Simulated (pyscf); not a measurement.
**Hydrogen abstraction: dimethyl ether (H₃C–O–CH₃) + H atom (H•) -> •H₂C–O–CH₃ + hydrogen (H₂)**

Gas phase, doublet surface, charge 0. Bonds broken: C1–H4. Bonds formed: H4–H10. PySCF, gas phase, ωB97X-D3(BJ)/def2-SVP geometries.

Transition state (Å):

```xyz
10

C      0.4086    -0.5707     0.0121
O     -0.2427     0.6312    -0.0150
C     -1.2199     0.7780     0.9874
H     -0.4335    -1.5405    -0.3197
H      1.1900    -0.6042    -0.7589
H      0.7676    -0.8809     1.0122
H     -2.0266     0.0306     0.8703
H     -0.7809     0.6659     1.9976
H     -1.6467     1.7859     0.8918
H     -1.1156    -2.2173    -0.5618
```

One imaginary mode, 1378i cm⁻¹; descent along it reached the two sides named.

```
bond    change  reactant side (Å)  saddle  product side
------  ------  -----------------  ------  ------------
C1–H4   breaks              1.109   1.327           2.8
H4–H10   forms                3.4   0.991         0.762
```

Electronic energies relative to the separated reactants (kJ/mol):

| level | barrier | reaction energy | reverse barrier |
|---|---|---|---|
| ωB97X-D3(BJ)/def2-TZVP | 33.8 | -24.2 | 58.0 |
| PBE/def2-TZVP | 7.8 | -26.9 | 34.7 |
| r²SCAN/def2-TZVP | 5.0 | -38.9 | 43.9 |
| B3LYP-D3(BJ)/def2-TZVP | 10.4 | -38.9 | 49.3 |
| PBE0-D3(BJ)/def2-TZVP | 21.3 | -20.9 | 42.2 |
| M06-2X/def2-TZVP | 40.7 | -22.6 | 63.3 |
| ωB97M-D3(BJ)/def2-TZVP | 33.2 | -24.4 | 57.6 |
| HF/def2-TZVP | 84.5 | -15.0 | 99.5 |

With ωB97M-D3(BJ)/def2-TZVP energies and thermal terms (ideal gas, 1 atm, RRHO with modes under 100 cm⁻¹ raised to 100, one conformer, R ln 2 for chiral ones without a mode under 150 cm⁻¹), in kJ/mol:

| T (K) | ΔH‡ | ΔG‡ | ΔH | ΔG |
|---|---|---|---|---|
| 298 | 22.7 | 47.7 | -32.0 | -42.0 |
| 600 | 21.6 | 73.7 | -29.7 | -53.1 |
| 900 | 21.5 | 99.7 | -29.7 | -64.9 |
| 1200 | 21.5 | 125.8 | -31.1 | -76.5 |

H₃C–O–CH₃ lies 47.7 kJ/mol over its isomer H₃C–CH₂–OH (electronic energy, ωB97M-D3(BJ)/def2-TZVP). •H₂C–O–CH₃ lies 53.8 kJ/mol over its isomer H₃C–CH•–OH (electronic energy, ωB97M-D3(BJ)/def2-TZVP). This is the saddle that the search found; another between the same sides may lie lower. The angle at the transferred H is 176°.
